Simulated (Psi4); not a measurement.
# AlH3SO (SMILES [OH][AlH][SH]): B2PLYP/cc-pVQZ (density fitting, density fitting for correlation, sweep point 6)

Aim: the vertical electron affinity of AlH3SO at B2PLYP/cc-pVQZ (density fitting, density fitting for correlation, sweep point 6), from 2 runs. Input form: a Python script.

The results are computed with Psi4 1.11.

### Step 1. The molecule

AlH3SO has 6 atoms, charge 0, and is taken as a singlet. SMILES: `[OH][AlH][SH]`. The shape is that of a PBE0-D4/def2-TZVP optimisation. This is one conformer, not always the lowest.

Bond lengths: O1–Al2 1.690 Å, Al2–S3 2.186 Å, O1–H4 0.955 Å, Al2–H5 1.569 Å, S3–H6 1.344 Å. Angles: O1–Al2–S3 122.3°, O1–Al2–H5 118.4°, S3–Al2–H5 119.3°, Al2–O1–H4 126.2°, Al2–S3–H6 94.2°.

### Step 2. A single-point energy at B2PLYP/cc-pVQZ (density fitting, density fitting for correlation, sweep point 6)

The input, run.py:

```python
import psi4

psi4.set_memory(1600000000)
psi4.set_num_threads(1)
psi4.core.set_output_file('psi4.out', False)

molecule = psi4.geometry("""
O     -2.09551730    -1.00363354    -1.67240762
Al     0.50474585     0.73850497    -1.04123909
S      2.32096163     0.72886737     2.66867123
H     -2.95628755    -2.08965915    -0.51721804
H      1.64160508     2.41204643    -3.20894393
H      0.66404976    -0.90706854     3.68364313
units bohr
symmetry c1
""")

psi4.set_options({
    'basis': 'cc-pVQZ',
    'puream': True,
    'scf_type': 'df',
    'dft_radial_points': 99,
    'dft_spherical_points': 590,
    'num_frozen_docc': 0,
})

e_tot, wfn = psi4.energy("b2plyp", molecule=molecule, return_wfn=True)
print('E =', round(e_tot, 9))
for k, v in sorted(psi4.core.scalar_variables().items()):
    print(f'{k:45s} {v:18.10f}')
```

Command:

```console
python run.py
```

psi4.out:

```text
[...]
  Running in c1 symmetry.
[...]
  Nuclear repulsion =  131.686377988683972
[...]
  Multiplicity = 1
[...]
  Nalpha       = 20
  Nbeta        = 20
[...]
    Number of basis functions: 263
[...]
   @DF-RKS iter   1:  -717.16152416203249   -5.77223e-01   2.83712e-03 ADIIS/DIIS
[...]
   @DF-RKS iter   8:  -717.36669432863800   -4.17140e-08   2.52738e-07 DIIS
[...]
    Orbital Energies [Eh]
    ---------------------
    Doubly Occupied:
       1A    -90.169063     2A    -57.071829     3A    -19.715476
       4A     -8.359197     5A     -6.206123     6A     -6.203374
       7A     -6.201944     8A     -4.462407     9A     -2.920211
      10A     -2.916172    11A     -2.914679    12A     -1.122592
      13A     -0.822207    14A     -0.594412    15A     -0.482266
      16A     -0.446122    17A     -0.412087    18A     -0.405233
      19A     -0.358044    20A     -0.323787
[...]
  @DF-RKS Final Energy:  -717.36669432863800
   => Energetics <=
    Nuclear Repulsion Energy =            131.6863779886839723
    One-Electron Energy =               -1255.4122899224594221
    Two-Electron Energy =                 432.2018019506004407
    DFT Exchange-Correlation Energy =     -25.8425843454629103
    Empirical Dispersion Energy =           0.0000000000000000
    VV10 Nonlocal Energy =                  0.0000000000000000
    Total Energy =                       -717.3666943286380047
[...]
 Multipole Moments:
 ------------------------------------------------------------------------------------
     Multipole            Electronic (a.u.)      Nuclear  (a.u.)        Total (a.u.)
 ------------------------------------------------------------------------------------
 L = 1.  Multiply by 2.5417464519 to convert [e a0] to [Debye]
 Dipole X            :          0.8816191           -1.2411211           -0.3595020
 Dipole Y            :          0.6068914           -0.9906190           -0.3837276
 Dipole Z            :          0.1740171            0.1271209            0.3011380
 Magnitude           :                                                    0.6059477
[...]
```

The script printed:

```text
E = -717.584481772
B2PLYP DOUBLE-HYBRID CORRECTION ENERGY             -0.2177874438
B2PLYP TOTAL ENERGY                              -717.5844817724
CURRENT ENERGY                                   -717.5844817724
CURRENT REFERENCE ENERGY                         -717.3666943286
DD SOLVATION ENERGY                                 0.0000000000
DFT FUNCTIONAL TOTAL ENERGY                      -717.3666943286
DFT TOTAL ENERGY                                 -717.5844817724
DFT VV10 ENERGY                                     0.0000000000
DFT XC ENERGY                                     -25.8425843455
DOUBLE-HYBRID CORRECTION ENERGY                    -0.2177874438
GRID ELECTRONS ALPHA                               19.9999997667
GRID ELECTRONS BETA                                19.9999997667
GRID ELECTRONS TOTAL                               39.9999995333
NUCLEAR REPULSION ENERGY                          131.6863779887
ONE-ELECTRON ENERGY                             -1255.4122899225
PCM POLARIZATION ENERGY                             0.0000000000
PE ENERGY                                           0.0000000000
SCF ITERATION ENERGY                             -717.3666943286
SCF ITERATIONS                                      8.0000000000
SCF TOTAL ENERGY                                 -717.3666943286
TWO-ELECTRON ENERGY                               432.2018019506
XC GRID RADIAL POINTS                              99.0000000000
XC GRID SPHERICAL POINTS                          590.0000000000
XC GRID TOTAL POINTS                           336847.0000000000
```

Wall time 24 s (1 thread of Intel Xeon 6975P-C (Granite Rapids), shared host); peak memory 1.2 GiB.

### Step 3. The doublet anion, same level

The input, alh3os.py:

```python
import psi4

psi4.set_memory(1600000000)
psi4.set_num_threads(1)
psi4.set_output_file('alh3os.out', False)

m = psi4.geometry("""
-1 2
O     -2.09551730    -1.00363354    -1.67240762
Al     0.50474585     0.73850497    -1.04123909
S      2.32096163     0.72886737     2.66867123
H     -2.95628755    -2.08965915    -0.51721804
H      1.64160508     2.41204643    -3.20894393
H      0.66404976    -0.90706854     3.68364313
units bohr
symmetry c1
""")

psi4.set_options({
    'reference': 'uks',
    'puream': True,
    'scf_type': 'df',
    'dft_radial_points': 99,
    'dft_spherical_points': 590,
    'num_frozen_docc': 0,
    'maxiter': 100,
})

e, wfn = psi4.energy("b2plyp/cc-pVQZ", molecule=m, return_wfn=True)
print(f'total energy {e:.8f} hartree = {e * 27.211386:.5f} eV')
```

Command:

```console
python alh3os.py
```

alh3os.out:

```text
[...]
  Running in c1 symmetry.
[...]
  Nuclear repulsion =  131.686377988683972
[...]
  Multiplicity = 2
[...]
  Nalpha       = 21
  Nbeta        = 20
[...]
    Number of basis functions: 263
[...]
   @DF-UKS iter   1:  -717.04549211848962   -4.61191e-01   3.05711e-03 ADIIS/DIIS
[...]
   @DF-UKS iter   9:  -717.32538744333510   -3.78448e-07   4.61476e-07 DIIS
[...]
   @S^2 Observed:                7.557614040E-01
[...]
    Orbital Energies [Eh]
    ---------------------
    Alpha Occupied:
       1A    -89.988690     2A    -56.857164     3A    -19.529561
       4A     -8.179478     5A     -6.026804     6A     -6.023487
       7A     -6.022625     8A     -4.249110     9A     -2.707143
      10A     -2.703781    11A     -2.702031    12A     -0.942668
      13A     -0.647164    14A     -0.411436    15A     -0.305751
      16A     -0.267437    17A     -0.238725    18A     -0.217895
      19A     -0.173543    20A     -0.154861    21A      0.073088
    Alpha Virtual:
      22A      0.161028    23A      0.190397    24A      0.205142
      25A      0.221824    26A      0.263915    27A      0.264050
[...]
  @DF-UKS Final Energy:  -717.32538744333510
   => Energetics <=
    Nuclear Repulsion Energy =            131.6863779886839723
    One-Electron Energy =               -1262.9219341021785112
    Two-Electron Energy =                 439.8358178012412054
    DFT Exchange-Correlation Energy =     -25.9256491310816344
    Empirical Dispersion Energy =           0.0000000000000000
    VV10 Nonlocal Energy =                  0.0000000000000000
    Total Energy =                       -717.3253874433349893
[...]
 Multipole Moments:
 ------------------------------------------------------------------------------------
     Multipole            Electronic (a.u.)      Nuclear  (a.u.)        Total (a.u.)
 ------------------------------------------------------------------------------------
 L = 1.  Multiply by 2.5417464519 to convert [e a0] to [Debye]
 Dipole X            :          0.7260342           -1.2411211           -0.5150869
 Dipole Y            :         -0.0343269           -0.9906190           -1.0249459
 Dipole Z            :          1.4459030            0.1271209            1.5730239
 Magnitude           :                                                    1.9468520
[...]
```

The script printed:

```text
total energy -717.54858111 hartree = -19525.49141 eV
```

Run time: 40 s. Hardware: 1 thread of Intel Xeon 6975P-C (Granite Rapids), shared host; peak memory 1.2 GiB.

### Step 4. Results

Level: B2PLYP/cc-pVQZ (density fitting, density fitting for correlation, sweep point 6).

```
                                                               quantity          value
                                           singlet AlH3SO: total energy  -717.58448 Eh
                      singlet AlH3SO: HOMO energy (SCF part's orbitals)       -8.81 eV
                      singlet AlH3SO: LUMO energy (SCF part's orbitals)        0.31 eV
                    singlet AlH3SO: HOMO–LUMO gap (SCF part's orbitals)        9.13 eV
                                            doublet anion: total energy  -717.54858 Eh
doublet anion: HOMO energy (SCF part's orbitals) (highest over α and β)        1.99 eV
 doublet anion: LUMO energy (SCF part's orbitals) (lowest over α and β)        4.38 eV
                                                    doublet anion: ⟨S²⟩          0.756
                      vertical electron affinity (to the doublet anion)      -0.977 eV
```

**Reading.** The anion lies 0.98 eV (22.5 kcal/mol) above the neutral: the electron isn't bound at this level, and such a value depends on the basis. Without diffuse functions anions come out too high. The HOMO (doublet anion) lies at positive energy, 1.99 eV; only total energies tell whether the electron is bound.
